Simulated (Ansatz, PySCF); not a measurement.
allene (C₃H₄), SMILES C=C=C. Atoms are numbered in the order given.

```xyz
7

C      0.0000     0.0000    -1.3001
C      0.0000     0.0000     0.0000
C      0.0000     0.0000     1.3001
H      0.6550     0.6550    -1.8632
H     -0.6550    -0.6550    -1.8632
H      0.6550    -0.6550     1.8632
H     -0.6550     0.6550     1.8632
```

Geometry: B3LYP-D3(BJ)/def2-TZVP.

Two levels are set side by side: PBE-D3(BJ)/def2-TZVP (Ansatz, an electronic-structure program) and B3LYP-D3(BJ)/def2-TZVP (Ansatz). Each level has its own optimised geometry; the coordinates shown are those of the second. Frequencies come from the Hessian of PySCF at each geometry. Differences are taken from unrounded values.

```tsv
quantity	B3LYP-D3(BJ)	PBE-D3(BJ)	PBE-D3(BJ) minus B3LYP-D3(BJ)
mean bond length (Å)	1.156	1.164	0.008
bond C1–C2 (Å)	1.300	1.308	0.008
bond C2–C3 (Å)	1.300	1.308	0.008
bond C1–H4 (Å)	1.084	1.093	0.009
bond C1–H5 (Å)	1.084	1.093	0.009
bond C3–H6 (Å)	1.084	1.093	0.009
bond C3–H7 (Å)	1.084	1.093	0.009
highest harmonic wavenumber (cm⁻¹)	3199	3133	-65
mean harmonic wavenumber (cm⁻¹)	1609	1563	-46
zero-point energy (kcal/mol)	34.51	33.52	-0.99
```

Exact exchange shortens and stiffens bonds; PBE has none. Differences between two approximate levels are no errors against the true value.
